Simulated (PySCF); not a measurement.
# P3H3 (SMILES [pH]1[pH][pH]1) at 4 levels

We compute a comparison of 4 runs (HF/ANO-pVDZ, HF/ccECP-aug-cc-pVDZ, HF/cc-pVQZ, QCISD(T)/6-31+G**) of P3H3. The job is set up through a Python script.

Program for the calculation: PySCF 2.14.0.

1 further run of the same task is left out (set aside as unsound or not needed).

## Step 1: Starting point

P3H3: 6 atoms, total charge 0, spin state singlet. As SMILES, `[pH]1[pH][pH]1`. The shape is that of a GFN2-xTB optimisation.

Bond lengths: P1–P2 2.194 Å, P1–P3 2.194 Å, P2–P3 2.194 Å, P1–H4 1.401 Å, P2–H5 1.401 Å, P3–H6 1.401 Å. Angles: P1–P2–P3 60.0°, P2–P1–P3 60.0°, P1–P3–P2 60.0°, P1–P2–H5 97.5°, P3–P2–H5 97.5°, P2–P1–H4 97.5°, P3–P1–H4 97.5°, P1–P3–H6 97.4°, P2–P3–H6 97.5°.

## Step 2: A stability test at HF/ANO-pVDZ (density fitting) (run 1)

File job.py:

```python
from pyscf import gto

mol = gto.Mole()
mol.atom = '''
P
P 1 2.193903
P 1 2.19409 2 60.00494
H 1 1.400846 2 97.47584 3 94.32705
H 2 1.400923 1 97.4646 4 -0.02549
H 3 1.400548 1 97.4313 4 -0.00613
'''
mol.max_memory = 1860
mol.charge = 0
mol.basis = 'ano-pvdz'
mol.verbose = 4
mol.build()

mf = mol.RHF()
mf = mf.density_fit()
mf.kernel()

e_tot = mf.e_tot
print('E(%s) = %.9f' % ('HF', e_tot))
mo_i, mo_e, stable_i, stable_e = mf.stability(internal=True, external=True, return_status=True)
print('stable: internal', stable_i, 'external', stable_e)
```

Launch:

```bash
$ OMP_NUM_THREADS=1 python job.py
```

Log:

```text
PySCF version 2.14.0

[... 47 lines left out ...]
WARN: Even tempered Gaussians are generated as DF auxbasis for  H P
[... 22 lines left out ...]
converged SCF energy = -1023.99566307371
[... 7 lines left out ...]
stable: internal True external True
```

Wall time 27 s (1 thread of Arm Neoverse V1, shared host); peak memory 0.18 GiB.

## Step 3: A stability test at HF/ccECP-aug-cc-pVDZ (density fitting, core potential) (run 2)

File input.py:

```python
from pyscf import gto, scf

mol = gto.M(
    atom='''
P
P 1 2.193903
P 1 2.19409 2 60.00494
H 1 1.400846 2 97.47584 3 94.32705
H 2 1.400923 1 97.4646 4 -0.02549
H 3 1.400548 1 97.4313 4 -0.00613
''',
    verbose=4,
    max_memory=1860,
    spin=0,
    ecp={'P': 'ccecp', 'H': 'ccecp'},
    basis='ccecp-aug-cc-pvdz',
)

myscf = scf.RHF(mol)
myscf = myscf.density_fit()
myscf.kernel()

e_tot = myscf.e_tot
print('Final energy', e_tot)
mo_i, mo_e, stable_i, stable_e = myscf.stability(internal=True, external=True, return_status=True)
print('stable: internal', stable_i, 'external', stable_e)
```

Launch:

```bash
$ OMP_NUM_THREADS=1 python input.py
```

Log:

```text
PySCF version 2.14.0

[... 47 lines left out ...]
WARN: Even tempered Gaussians are generated as DF auxbasis for  P H
[... 22 lines left out ...]
converged SCF energy = -20.8496023310256
Final energy -20.84960233102556
[... 6 lines left out ...]
stable: internal True external True
```

Wall time 30 s (1 thread of Arm Neoverse V1, shared host); peak memory 0.17 GiB.

Run 3 isn't shown in full; the table further down has it.

## Step 4: A single-point energy at QCISD(T)/6-31+G(d,p) (spherical functions) (run 4)

File input.py:

```python
from pyscf import gto, scf, cc

system = gto.Mole()
system.atom = [
    ('P', (-0.883160, -1.010910, -0.530650)),
    ('P', (1.264940, -0.613230, -0.328840)),
    ('P', (-0.065040, -0.357260, 1.397420)),
    ('H', (-1.258410, 0.252050, -1.006560)),
    ('H', (1.246420, 0.715670, -0.771860)),
    ('H', (-0.304750, 1.013670, 1.240500)),
]
system.max_memory = 1860
system.symmetry = True
system.verbose = 3
system.spin = 0
system.basis = '6-31+g**'
system.build()

myscf = scf.RHF(system)
myscf.kernel()

mycc = cc.QCISD(myscf, frozen=15)
mycc.kernel()
e_t = mycc.qcisd_t()
e_tot = mycc.e_tot + e_t
print('E(%s) = %.9f' % ('QCISD(T)', e_tot))
```

Launch:

```bash
$ OMP_NUM_THREADS=1 python input.py
```

Log:

```text
converged SCF energy = -1023.89253352135
E(QCISD) = -1024.269461675493  E_corr = -0.3769281541425213
QCISD(T) correction = -0.0147661469009779
E(QCISD(T)) = -1024.284227822
```

Wall time 11 s (1 thread of Arm Neoverse V1, shared host); peak memory 0.27 GiB.

## Step 5: All runs side by side

```tsv
run	level	core potential	task	energy (Eh)	dipole moment (D) of the reference	HOMO energy (eV)	LUMO energy (eV)	wall time
1	HF/ANO-pVDZ (density fitting)	–	stability	-1023.995663	1.93	-9.54	3.02	27 s
2	HF/ccECP-aug-cc-pVDZ (density fitting, core potential)	ccecp	stability	-20.849602	1.96	-9.60	1.58	30 s
3	HF/cc-pVQZ (density fitting, COSMO cyclohexane)	–	energy	-1024.010897	2.18	-9.50	2.12	57 s
4	QCISD(T)/6-31+G** (spherical functions)	–	energy	-1024.284228	2.29	-9.68	1.45	11 s
```

## Step 6: Outcome

| quantity | value |
| --- | --- |
| run 4: total energy | -1024.28423 Eh |
| run 4: dipole moment (Hartree–Fock density) | 2.29 D |
| run 4: HOMO energy (Hartree–Fock orbitals) | -9.68 eV |
| run 4: LUMO energy (Hartree–Fock orbitals) | 1.45 eV |
| run 4: HOMO–LUMO gap (Hartree–Fock orbitals) | 11.13 eV |
| run 4: correlation energy (15 core orbitals frozen) | -391.7 mEh |
| run 4: (T) correction | -14.77 mEh |
| run 4: T1 diagnostic | 0.014 |

What this shows: Over runs 1, 2, 3 the dipole moment (its size) runs from 1.93 D (HF/ANO-pVDZ) to 2.18 D (HF/cc-pVQZ). The two ends differ in basis and solvent. Over runs 1, 2, 3 the HOMO–LUMO gap runs from 11.18 eV (HF/ccECP-aug-cc-pVDZ) to 12.56 eV (HF/ANO-pVDZ). The two ends differ in basis and core potential. Some runs of one species differ in core potentials or relativity; totals across that change don't compare. All runs together took 2.1 min, the longest 57 s.
